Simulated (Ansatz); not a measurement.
## Worked example: correlation energy of C3H9N, singlet

Geometry: MP2(full)/6-31G*, from the G2/97 set.

```tsv
atom	x (Å)	y (Å)	z (Å)
N	0.0000	0.0000	0.3690
C	0.0000	1.3780	-0.0920
C	1.1934	-0.6890	-0.0920
C	-1.1934	-0.6890	-0.0920
H	0.0000	1.4611	-1.1947
H	0.8862	1.8911	0.2908
H	-0.8862	1.8911	0.2908
H	1.2654	-0.7306	-1.1947
H	1.1946	-1.7130	0.2908
H	2.0808	-0.1781	0.2908
H	-1.2654	-0.7306	-1.1947
H	-2.0808	-0.1781	0.2908
H	-1.1946	-1.7130	0.2908
```

Basis STO-3G; Ansatz 0.2.0. Only valence electrons are correlated (noble-gas cores frozen), which leaves 26 electrons in 25 orbitals. R marks a restricted (for open shells ROHF) determinant.

Full CI isn't at hand for all of this; RCCSDTQ serves as the reference, and is uncertain by about the last step of the cluster series.

Runs differ by some tens of microhartree through their thresholds, so steps under 0.03 kcal/mol mean nothing.

```
    level  total energy (hartree)
      RHF             -171.188987
     RMP2             -171.392214
    RCCSD             -171.458952
 RCCSD(T)             -171.460868
   RCCSDT             -171.461290
RCCSDT(Q)             -171.461523
  RCCSDTQ             -171.461560
```

Q: What is the correlation energy at RCCSDTQ, and what share of it do RMP2 and RCCSDT recover?

A: E(corr) = -171.461560 − (-171.188987) = -0.272573 hartree = -7.417 eV. RMP2: -0.203227 / -0.272573 = 74.56 %. RCCSDT: -0.272303 / -0.272573 = 99.90 %.

Q: By how many kcal/mol does RCCSD(T) miss RCCSDTQ (1 hartree = 627.509 kcal/mol), and which steps make up the rest?

A: -171.460868 − (-171.461560) = 0.000692 hartree = 0.43 kcal/mol. Steps: RCCSDT − RCCSD(T) = -0.26, RCCSDT(Q) − RCCSDT = -0.15, RCCSDTQ − RCCSDT(Q) = -0.02 kcal/mol. That is within 1 kcal/mol of the reference in this basis, which itself misses far more of the correlation at the basis-set limit.
